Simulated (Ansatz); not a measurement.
Born–Oppenheimer molecular dynamics of CH₆BCl (9 atoms, charge 0, multiplicity 1). It starts at the highest image of a converged band, a first-order saddle point between two minima.

Method: RKS PBE0/def2-SVP in Ansatz 0.2.0.

| Property | Result |
| --- | --- |
| ensemble | NVE (velocity Verlet) |
| time step | 0.5 fs |
| steps asked | 200 |
| starting velocities drawn for | 300 K |
| seed | 9925 |

First frame:

```xyz
9
Properties=species:S:1:pos:R:3
B 0.026 0.357 -0.067
Cl 0.129 0.098 2.113
C 1.411 -0.037 -0.685
H 1.581 -1.123 -0.626
H 1.396 0.227 -1.757
H 2.269 0.477 -0.228
H -1.030 -0.157 -0.331
H -0.138 1.616 0.097
H -0.043 1.213 1.179
```

Task: How far do the bonds stretch over the last three quarters of this one trajectory? (Pairs bonded in most of those frames.)

Result: 
```csv
bond,mean (Å),spread (Å),shortest,longest
B1–C3,1.563,0.038,1.51,1.63
B1–H7,1.212,0.006,1.20,1.23
B1–H8,1.223,0.037,1.16,1.28
Cl2–H9,1.296,0.031,1.25,1.37
C3–H4,1.101,0.021,1.07,1.14
C3–H5,1.112,0.019,1.07,1.14
C3–H6,1.101,0.013,1.07,1.12
```

Mean temperature of the second half: 351 K. The conserved energy stayed within 0.16 meV per atom of its start (net change 0.043 meV per atom), so the integration is sound. A run of 0.1 ps of so small a system gives no equilibrium averages. The orbitals stay closed-shell, which can raise the energy where a bond breaks towards radicals; this wasn't checked here.

The run took 6.3 min on 1 thread of Arm Neoverse V2, with other jobs on the host, peak memory 0.16 GiB.
